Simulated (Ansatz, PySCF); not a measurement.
Breaking a bond: C2H6, SMILES CC. The C1–H8 bond (C1 also carries C, H, H; H8 carries nothing else) is stretched with both fragments frozen at the PBE0/def2-TZVP optimised geometry.

UHF/cc-pVTZ (Ansatz, a program for electronic structure); RHF/cc-pVTZ (Ansatz); UKS-PBE = unrestricted PBE/cc-pVTZ run with Ansatz; RKS-PBE = Ansatz with restricted PBE/cc-pVTZ; UKS-B3LYP/6-31G* = PySCF with unrestricted B3LYP/6-31G*, spherical d; RKS-B3LYP/6-31G* = restricted B3LYP/6-31G*, spherical d in PySCF; UKS-M06-2X/6-31G* = unrestricted M06-2X/6-31G*, spherical d run with PySCF 2.14.0; RKS-M06-2X/6-31G* = restricted M06-2X/6-31G*, spherical d (PySCF 2.14.0); UKS-B3LYP/3-21G = PySCF 2.14.0 with unrestricted B3LYP/3-21G; RKS-B3LYP/3-21G = PySCF with restricted B3LYP/3-21G.

Scanned distances (Å): 0.82, 0.88, 0.93, 0.99, 1.02, 1.06, 1.09, 1.12, 1.14, 1.19, 1.25, 1.35, 1.47, 1.64, 1.80, 1.96, 2.19, 2.40, 2.67, 2.96, 3.27, 3.79.

Q: Where does the unrestricted solution first break spin symmetry (<S²> of 0.01 or more)?

A: UHF: between 1.64 and 1.80 Å; UKS-PBE: between 2.19 and 2.40 Å; UKS-B3LYP/6-31G*: between 1.96 and 2.19 Å; UKS-M06-2X/6-31G*: between 1.96 and 2.19 Å; UKS-B3LYP/3-21G: between 1.96 and 2.19 Å.

```json
[
 {"R / Å": "0.82", "<S²> UHF": "0.00", "E(RHF) − E(UHF) / kcal/mol": "0.0", "<S²> UKS-PBE": "0.00", "E(RKS-PBE) − E(UKS-PBE) / kcal/mol": "0.0", "<S²> UKS-B3LYP/6-31G*": "0.00", "E(RKS-B3LYP/6-31G*) − E(UKS-B3LYP/6-31G*) / kcal/mol": "0.0", "<S²> UKS-M06-2X/6-31G*": "0.00", "E(RKS-M06-2X/6-31G*) − E(UKS-M06-2X/6-31G*) / kcal/mol": "0.0", "<S²> UKS-B3LYP/3-21G": "0.00", "E(RKS-B3LYP/3-21G) − E(UKS-B3LYP/3-21G) / kcal/mol": "0.0"},
 {"R / Å": "0.88", "<S²> UHF": "0.00", "E(RHF) − E(UHF) / kcal/mol": "0.0", "<S²> UKS-PBE": "0.00", "E(RKS-PBE) − E(UKS-PBE) / kcal/mol": "0.0", "<S²> UKS-B3LYP/6-31G*": "0.00", "E(RKS-B3LYP/6-31G*) − E(UKS-B3LYP/6-31G*) / kcal/mol": "0.0", "<S²> UKS-M06-2X/6-31G*": "0.00", "E(RKS-M06-2X/6-31G*) − E(UKS-M06-2X/6-31G*) / kcal/mol": "0.0", "<S²> UKS-B3LYP/3-21G": "0.00", "E(RKS-B3LYP/3-21G) − E(UKS-B3LYP/3-21G) / kcal/mol": "0.0"},
 {"R / Å": "0.93", "<S²> UHF": "0.00", "E(RHF) − E(UHF) / kcal/mol": "0.0", "<S²> UKS-PBE": "0.00", "E(RKS-PBE) − E(UKS-PBE) / kcal/mol": "0.0", "<S²> UKS-B3LYP/6-31G*": "0.00", "E(RKS-B3LYP/6-31G*) − E(UKS-B3LYP/6-31G*) / kcal/mol": "0.0", "<S²> UKS-M06-2X/6-31G*": "0.00", "E(RKS-M06-2X/6-31G*) − E(UKS-M06-2X/6-31G*) / kcal/mol": "0.0", "<S²> UKS-B3LYP/3-21G": "0.00", "E(RKS-B3LYP/3-21G) − E(UKS-B3LYP/3-21G) / kcal/mol": "0.0"},
 {"R / Å": "0.99", "<S²> UHF": "0.00", "E(RHF) − E(UHF) / kcal/mol": "0.0", "<S²> UKS-PBE": "0.00", "E(RKS-PBE) − E(UKS-PBE) / kcal/mol": "0.0", "<S²> UKS-B3LYP/6-31G*": "0.00", "E(RKS-B3LYP/6-31G*) − E(UKS-B3LYP/6-31G*) / kcal/mol": "0.0", "<S²> UKS-M06-2X/6-31G*": "0.00", "E(RKS-M06-2X/6-31G*) − E(UKS-M06-2X/6-31G*) / kcal/mol": "0.0", "<S²> UKS-B3LYP/3-21G": "0.00", "E(RKS-B3LYP/3-21G) − E(UKS-B3LYP/3-21G) / kcal/mol": "0.0"},
 {"R / Å": "1.02", "<S²> UHF": "0.00", "E(RHF) − E(UHF) / kcal/mol": "0.0", "<S²> UKS-PBE": "0.00", "E(RKS-PBE) − E(UKS-PBE) / kcal/mol": "0.0", "<S²> UKS-B3LYP/6-31G*": "0.00", "E(RKS-B3LYP/6-31G*) − E(UKS-B3LYP/6-31G*) / kcal/mol": "0.0", "<S²> UKS-M06-2X/6-31G*": "0.00", "E(RKS-M06-2X/6-31G*) − E(UKS-M06-2X/6-31G*) / kcal/mol": "0.0", "<S²> UKS-B3LYP/3-21G": "0.00", "E(RKS-B3LYP/3-21G) − E(UKS-B3LYP/3-21G) / kcal/mol": "0.0"},
 {"R / Å": "1.06", "<S²> UHF": "0.00", "E(RHF) − E(UHF) / kcal/mol": "0.0", "<S²> UKS-PBE": "0.00", "E(RKS-PBE) − E(UKS-PBE) / kcal/mol": "0.0", "<S²> UKS-B3LYP/6-31G*": "0.00", "E(RKS-B3LYP/6-31G*) − E(UKS-B3LYP/6-31G*) / kcal/mol": "0.0", "<S²> UKS-M06-2X/6-31G*": "0.00", "E(RKS-M06-2X/6-31G*) − E(UKS-M06-2X/6-31G*) / kcal/mol": "0.0", "<S²> UKS-B3LYP/3-21G": "0.00", "E(RKS-B3LYP/3-21G) − E(UKS-B3LYP/3-21G) / kcal/mol": "0.0"},
 {"R / Å": "1.09", "<S²> UHF": "0.00", "E(RHF) − E(UHF) / kcal/mol": "0.0", "<S²> UKS-PBE": "0.00", "E(RKS-PBE) − E(UKS-PBE) / kcal/mol": "0.0", "<S²> UKS-B3LYP/6-31G*": "0.00", "E(RKS-B3LYP/6-31G*) − E(UKS-B3LYP/6-31G*) / kcal/mol": "0.0", "<S²> UKS-M06-2X/6-31G*": "0.00", "E(RKS-M06-2X/6-31G*) − E(UKS-M06-2X/6-31G*) / kcal/mol": "0.0", "<S²> UKS-B3LYP/3-21G": "0.00", "E(RKS-B3LYP/3-21G) − E(UKS-B3LYP/3-21G) / kcal/mol": "0.0"},
 {"R / Å": "1.12", "<S²> UHF": "0.00", "E(RHF) − E(UHF) / kcal/mol": "0.0", "<S²> UKS-PBE": "0.00", "E(RKS-PBE) − E(UKS-PBE) / kcal/mol": "0.0", "<S²> UKS-B3LYP/6-31G*": "0.00", "E(RKS-B3LYP/6-31G*) − E(UKS-B3LYP/6-31G*) / kcal/mol": "0.0", "<S²> UKS-M06-2X/6-31G*": "0.00", "E(RKS-M06-2X/6-31G*) − E(UKS-M06-2X/6-31G*) / kcal/mol": "0.0", "<S²> UKS-B3LYP/3-21G": "0.00", "E(RKS-B3LYP/3-21G) − E(UKS-B3LYP/3-21G) / kcal/mol": "0.0"},
 {"R / Å": "1.14", "<S²> UHF": "0.00", "E(RHF) − E(UHF) / kcal/mol": "0.0", "<S²> UKS-PBE": "0.00", "E(RKS-PBE) − E(UKS-PBE) / kcal/mol": "0.0", "<S²> UKS-B3LYP/6-31G*": "0.00", "E(RKS-B3LYP/6-31G*) − E(UKS-B3LYP/6-31G*) / kcal/mol": "0.0", "<S²> UKS-M06-2X/6-31G*": "0.00", "E(RKS-M06-2X/6-31G*) − E(UKS-M06-2X/6-31G*) / kcal/mol": "0.0", "<S²> UKS-B3LYP/3-21G": "0.00", "E(RKS-B3LYP/3-21G) − E(UKS-B3LYP/3-21G) / kcal/mol": "0.0"},
 {"R / Å": "1.19", "<S²> UHF": "0.00", "E(RHF) − E(UHF) / kcal/mol": "0.0", "<S²> UKS-PBE": "0.00", "E(RKS-PBE) − E(UKS-PBE) / kcal/mol": "0.0", "<S²> UKS-B3LYP/6-31G*": "0.00", "E(RKS-B3LYP/6-31G*) − E(UKS-B3LYP/6-31G*) / kcal/mol": "0.0", "<S²> UKS-M06-2X/6-31G*": "0.00", "E(RKS-M06-2X/6-31G*) − E(UKS-M06-2X/6-31G*) / kcal/mol": "0.0", "<S²> UKS-B3LYP/3-21G": "0.00", "E(RKS-B3LYP/3-21G) − E(UKS-B3LYP/3-21G) / kcal/mol": "0.0"},
 {"R / Å": "1.25", "<S²> UHF": "0.00", "E(RHF) − E(UHF) / kcal/mol": "0.0", "<S²> UKS-PBE": "0.00", "E(RKS-PBE) − E(UKS-PBE) / kcal/mol": "0.0", "<S²> UKS-B3LYP/6-31G*": "0.00", "E(RKS-B3LYP/6-31G*) − E(UKS-B3LYP/6-31G*) / kcal/mol": "0.0", "<S²> UKS-M06-2X/6-31G*": "0.00", "E(RKS-M06-2X/6-31G*) − E(UKS-M06-2X/6-31G*) / kcal/mol": "0.0", "<S²> UKS-B3LYP/3-21G": "0.00", "E(RKS-B3LYP/3-21G) − E(UKS-B3LYP/3-21G) / kcal/mol": "0.0"},
 {"R / Å": "1.35", "<S²> UHF": "0.00", "E(RHF) − E(UHF) / kcal/mol": "0.0", "<S²> UKS-PBE": "0.00", "E(RKS-PBE) − E(UKS-PBE) / kcal/mol": "0.0", "<S²> UKS-B3LYP/6-31G*": "0.00", "E(RKS-B3LYP/6-31G*) − E(UKS-B3LYP/6-31G*) / kcal/mol": "0.0", "<S²> UKS-M06-2X/6-31G*": "0.00", "E(RKS-M06-2X/6-31G*) − E(UKS-M06-2X/6-31G*) / kcal/mol": "0.0", "<S²> UKS-B3LYP/3-21G": "0.00", "E(RKS-B3LYP/3-21G) − E(UKS-B3LYP/3-21G) / kcal/mol": "0.0"},
 {"R / Å": "1.47", "<S²> UHF": "0.00", "E(RHF) − E(UHF) / kcal/mol": "0.0", "<S²> UKS-PBE": "0.00", "E(RKS-PBE) − E(UKS-PBE) / kcal/mol": "0.0", "<S²> UKS-B3LYP/6-31G*": "0.00", "E(RKS-B3LYP/6-31G*) − E(UKS-B3LYP/6-31G*) / kcal/mol": "0.0", "<S²> UKS-M06-2X/6-31G*": "0.00", "E(RKS-M06-2X/6-31G*) − E(UKS-M06-2X/6-31G*) / kcal/mol": "0.0", "<S²> UKS-B3LYP/3-21G": "0.00", "E(RKS-B3LYP/3-21G) − E(UKS-B3LYP/3-21G) / kcal/mol": "0.0"},
 {"R / Å": "1.64", "<S²> UHF": "0.00", "E(RHF) − E(UHF) / kcal/mol": "0.0", "<S²> UKS-PBE": "0.00", "E(RKS-PBE) − E(UKS-PBE) / kcal/mol": "0.0", "<S²> UKS-B3LYP/6-31G*": "0.00", "E(RKS-B3LYP/6-31G*) − E(UKS-B3LYP/6-31G*) / kcal/mol": "0.0", "<S²> UKS-M06-2X/6-31G*": "0.00", "E(RKS-M06-2X/6-31G*) − E(UKS-M06-2X/6-31G*) / kcal/mol": "0.0", "<S²> UKS-B3LYP/3-21G": "0.00", "E(RKS-B3LYP/3-21G) − E(UKS-B3LYP/3-21G) / kcal/mol": "0.0"},
 {"R / Å": "1.80", "<S²> UHF": "0.35", "E(RHF) − E(UHF) / kcal/mol": "3.0", "<S²> UKS-PBE": "0.00", "E(RKS-PBE) − E(UKS-PBE) / kcal/mol": "0.0", "<S²> UKS-B3LYP/6-31G*": "0.00", "E(RKS-B3LYP/6-31G*) − E(UKS-B3LYP/6-31G*) / kcal/mol": "0.0", "<S²> UKS-M06-2X/6-31G*": "0.00", "E(RKS-M06-2X/6-31G*) − E(UKS-M06-2X/6-31G*) / kcal/mol": "0.0", "<S²> UKS-B3LYP/3-21G": "0.00", "E(RKS-B3LYP/3-21G) − E(UKS-B3LYP/3-21G) / kcal/mol": "0.0"},
 {"R / Å": "1.96", "<S²> UHF": "0.59", "E(RHF) − E(UHF) / kcal/mol": "10.9", "<S²> UKS-PBE": "0.00", "E(RKS-PBE) − E(UKS-PBE) / kcal/mol": "0.0", "<S²> UKS-B3LYP/6-31G*": "0.00", "E(RKS-B3LYP/6-31G*) − E(UKS-B3LYP/6-31G*) / kcal/mol": "0.0", "<S²> UKS-M06-2X/6-31G*": "0.00", "E(RKS-M06-2X/6-31G*) − E(UKS-M06-2X/6-31G*) / kcal/mol": "0.0", "<S²> UKS-B3LYP/3-21G": "0.00", "E(RKS-B3LYP/3-21G) − E(UKS-B3LYP/3-21G) / kcal/mol": "0.0"},
 {"R / Å": "2.19", "<S²> UHF": "0.79", "E(RHF) − E(UHF) / kcal/mol": "25.6", "<S²> UKS-PBE": "0.00", "E(RKS-PBE) − E(UKS-PBE) / kcal/mol": "0.0", "<S²> UKS-B3LYP/6-31G*": "0.32", "E(RKS-B3LYP/6-31G*) − E(UKS-B3LYP/6-31G*) / kcal/mol": "1.7", "<S²> UKS-M06-2X/6-31G*": "0.48", "E(RKS-M06-2X/6-31G*) − E(UKS-M06-2X/6-31G*) / kcal/mol": "2.5", "<S²> UKS-B3LYP/3-21G": "0.33", "E(RKS-B3LYP/3-21G) − E(UKS-B3LYP/3-21G) / kcal/mol": "1.8"},
 {"R / Å": "2.40", "<S²> UHF": "0.89", "E(RHF) − E(UHF) / kcal/mol": "39.5", "<S²> UKS-PBE": "0.45", "E(RKS-PBE) − E(UKS-PBE) / kcal/mol": "2.1", "<S²> UKS-B3LYP/6-31G*": "0.59", "E(RKS-B3LYP/6-31G*) − E(UKS-B3LYP/6-31G*) / kcal/mol": "6.8", "<S²> UKS-M06-2X/6-31G*": "0.00", "E(RKS-M06-2X/6-31G*) − E(UKS-M06-2X/6-31G*) / kcal/mol": "0.0", "<S²> UKS-B3LYP/3-21G": "0.61", "E(RKS-B3LYP/3-21G) − E(UKS-B3LYP/3-21G) / kcal/mol": "7.2"},
 {"R / Å": "2.67", "<S²> UHF": "0.95", "E(RHF) − E(UHF) / kcal/mol": "55.9", "<S²> UKS-PBE": "0.76", "E(RKS-PBE) − E(UKS-PBE) / kcal/mol": "8.0", "<S²> UKS-B3LYP/6-31G*": "0.80", "E(RKS-B3LYP/6-31G*) − E(UKS-B3LYP/6-31G*) / kcal/mol": "15.1", "<S²> UKS-M06-2X/6-31G*": "0.00", "E(RKS-M06-2X/6-31G*) − E(UKS-M06-2X/6-31G*) / kcal/mol": "0.0", "<S²> UKS-B3LYP/3-21G": "0.82", "E(RKS-B3LYP/3-21G) − E(UKS-B3LYP/3-21G) / kcal/mol": "16.0"},
 {"R / Å": "2.96", "<S²> UHF": "0.98", "E(RHF) − E(UHF) / kcal/mol": "71.1", "<S²> UKS-PBE": "0.90", "E(RKS-PBE) − E(UKS-PBE) / kcal/mol": "14.8", "<S²> UKS-B3LYP/6-31G*": "0.91", "E(RKS-B3LYP/6-31G*) − E(UKS-B3LYP/6-31G*) / kcal/mol": "23.8", "<S²> UKS-M06-2X/6-31G*": "0.00", "E(RKS-M06-2X/6-31G*) − E(UKS-M06-2X/6-31G*) / kcal/mol": "0.0", "<S²> UKS-B3LYP/3-21G": "0.92", "E(RKS-B3LYP/3-21G) − E(UKS-B3LYP/3-21G) / kcal/mol": "25.3"},
 {"R / Å": "3.27", "<S²> UHF": "1.00", "E(RHF) − E(UHF) / kcal/mol": "84.6", "<S²> UKS-PBE": "0.97", "E(RKS-PBE) − E(UKS-PBE) / kcal/mol": "21.1", "<S²> UKS-B3LYP/6-31G*": "0.97", "E(RKS-B3LYP/6-31G*) − E(UKS-B3LYP/6-31G*) / kcal/mol": "31.9", "<S²> UKS-M06-2X/6-31G*": "0.00", "E(RKS-M06-2X/6-31G*) − E(UKS-M06-2X/6-31G*) / kcal/mol": "0.0", "<S²> UKS-B3LYP/3-21G": "0.97", "E(RKS-B3LYP/3-21G) − E(UKS-B3LYP/3-21G) / kcal/mol": "33.8"},
 {"R / Å": "3.79", "<S²> UHF": "1.01", "E(RHF) − E(UHF) / kcal/mol": "102.0", "<S²> UKS-PBE": "1.00", "E(RKS-PBE) − E(UKS-PBE) / kcal/mol": "28.4", "<S²> UKS-B3LYP/6-31G*": "1.00", "E(RKS-B3LYP/6-31G*) − E(UKS-B3LYP/6-31G*) / kcal/mol": "41.8", "<S²> UKS-M06-2X/6-31G*": "0.00", "E(RKS-M06-2X/6-31G*) − E(UKS-M06-2X/6-31G*) / kcal/mol": "0.0", "<S²> UKS-B3LYP/3-21G": "1.00", "E(RKS-B3LYP/3-21G) − E(UKS-B3LYP/3-21G) / kcal/mol": "44.1"}
]
```
